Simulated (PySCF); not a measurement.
Structure with atom numbers: `[CH2:1]=[CH:2][C:3]#[N:4]`. Hydrogens are named by the atom that carries them. Ha(C1) is cis to C3; Hb(C1) is trans to C3.

GIAO PBE0/pcSseg-1 shifts (PySCF 2.14, gas phase, non-relativistic, equivalent atoms averaged), each against references optimised in the same way as the molecule (TMS, NH3).

On the GFN2-xTB geometry: C1 146.5, C3 122.2, C2 115.7, N4 321.2, Ha(C1) 6.56, Hb(C1) 6.37, H(C2) 5.77 ppm.

What changes on the PBE0-D3(BJ)/def2-SVP geometry?

Results:


```
 atoms  δ (ppm)  change
    C1    146.6    +0.1
    C3    121.8    -0.4
    C2    116.6    +0.9
    N4    325.6    +4.4
Ha(C1)     6.43   -0.13
Hb(C1)     6.25   -0.12
 H(C2)     5.63   -0.14
```

Bonds between heavy atoms that differ most (equivalent bonds averaged): C2–C3 1.411 → 1.428 Å, C3–N4 1.146 → 1.160 Å, C1–C2 1.328 → 1.338 Å. Mean change of bonds to hydrogen: C–H +0.014 Å.
